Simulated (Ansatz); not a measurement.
Compare A (`NC1=C(F)S1`) with its isomer B (`FC1=NCS1`).

Computed with Ansatz on PBE0-D4/def2-TZVP structures; ΔE is electronic, products minus reactants. CCSD(T)/CBS is the MP2 limit (def2-TZVPP, def2-QZVPP) plus CCSD(T) − MP2 in def2-TZVPP, frozen cores. DFT in def2-TZVPP. Each species was taken in one conformer, which may not be the lowest.

Task: Which is lower in electronic energy at CCSD(T)/CBS, and by how much? (Estimate.)

Result: Ansatz gave: B, by 187.8 kJ/mol.

Task: Give E(B) − E(A) in kJ/mol with MP2/def2-TZVPP, PBE-D4, r2SCAN-D4, PBE0-D4, BLYP-D4, CCSD(T)/def2-TZVPP, LDA (SPW92). (Best estimate.)

Result: Computed: MP2/def2-TZVPP -203.5, PBE-D4 -162.9, r2SCAN-D4 -166.4, PBE0-D4 -181.6, BLYP-D4 -146.8, CCSD(T)/def2-TZVPP -190.9, LDA (SPW92) -170.9. None reverses the order clearly.

Task: Does the order hold for the free energy at 298.15 K (harmonic terms from PBE0-D4)? (An estimate is asked.)

Result: Ansatz gave: Yes: G(B) − G(A) = -177.9 kJ/mol, for one conformer each.

Largest T1 diagnostic: 0.021.

From r2SCAN to r2SCAN0 (25 % exact exchange), in def2-TZVPP and without D4, E(B) − E(A) moves by −14.3 kJ/mol. Leaving LDA and LC-ωPBE aside and taking each functional with its dispersion term where it has one, the values, not all of them listed here, spread over 50.9 kJ/mol, from PBE-QIDH to BLYP-D4. LDA lies −8.4 kJ/mol from PBE without D4.
